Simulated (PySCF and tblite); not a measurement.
Values are calculated unless marked as measured or tabulated.
1-fluorobutane, C₄H₉F, numbered as in [CH3:1][CH2:2][CH2:3][CH2:4][F:5].

Search: ETKDG and KDG, MMFF94s, GFN2-xTB, 90 starts; geometries at PBE0-D3(BJ)/def2-SVP. Free energies are PBE0-D3(BJ)/def2-TZVP (IEF-PCM, chloroform) single points with GFN2-xTB rigid-rotor and vibrational terms (modes under about 100 cm⁻¹ blended into free rotors). Symmetry numbers and mirror images are counted. Conformers within 3 kcal/mol (GFN2-xTB free energy) were kept, 8 at most. (PySCF 2.14, tblite 0.8.)

An NOE distance is ⟨r⁻⁶⟩^(−1/6) over all pairs of like atoms and, for the average, over conformers.

Torsions listed: C1–C2–C3–C4, C2–C3–C4–F5. Of a mirror pair one member is shown.

| conformer | shape | weight % |
| --- | --- | --- |
| 1 | 178°, -60° | 46.5 |
| 2 | 180°, 180° | 21.3 |
| 3 | -65°, -58° | 17.3 |
| 4 | -65°, -177° | 10.6 |

Not shown: 1 more, 4.4 % in all.

(1) Which H–H contacts under 3.5 Å would NOEs report (pairs on one atom left out) at 298.15 K?

(2) In a model where alignment follows shape alone (order matrix 0.001 × (3G/tr G − 1)/2, G the second moments of the atom positions; splitting J + 2D), what are the one-bond C–H dipolar couplings D?

Results:

(1) 
```csv
pair,in 1 (Å),in 2 (Å),in 3 (Å),in 4 (Å),average (Å)
H3 ··· H4,2.56,2.69,2.55,2.69,2.59
H1 ··· H2,2.63,2.63,2.63,2.63,2.63
H2 ··· H3,2.70,2.71,2.56,2.56,2.65
H2 ··· H4,3.03,2.76,3.62,3.05,3.01
H1 ··· H3,2.95,2.95,3.25,3.25,3.03
```

Longer pairs under the limit may be missing.

(2) H1 2.1 Hz (3.0 in conformer 1), H2 5.5 Hz (6.5 in conformer 1), H3 5.5 Hz (6.6 in conformer 1), H4 2.1 Hz (1.6 in conformer 1).
